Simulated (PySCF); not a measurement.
Gas-phase reaction: 3 ethylsilane + C₃H₆ (cyclic) → 3 (CH₃)₃Si + 3 H

Energies from PySCF, thermal terms from the rigid-rotor harmonic-oscillator model, ideal gas at 1 bar. † marks an energy on the PBE0/def2-TZVP geometry and frequencies; other levels use their own. CCSD(T) freezes the core. 6-31G* has spherical d functions here. Open shells (unrestricted): (CH₃)₃Si (multiplicity 2), H (multiplicity 2); the rest are closed-shell singlets. B3LYP is the form with VWN-RPA correlation. (CH₃)₃Si: computed as isolated molecules; such fragments, hydroxides, amides, oligomers or adducts are transient or little studied in the gas. CCSD(T) isn't extrapolated to the basis-set limit.

```
level               ΔH°(298 K), kJ
------------------  --------------
B3LYP/6-31G*                   [?]
CCSD(T)/def2-SVP†              821
M06-2X/def2-TZVP†              [?]
PBE0/def2-QZVP†                732
ωB97M-V/def2-TZVP†             800
```

Question: Complete the blanks.

Answer: 
- B3LYP/6-31G*, ΔH°(298 K), kJ: 817
- M06-2X/def2-TZVP†, ΔH°(298 K), kJ: 761
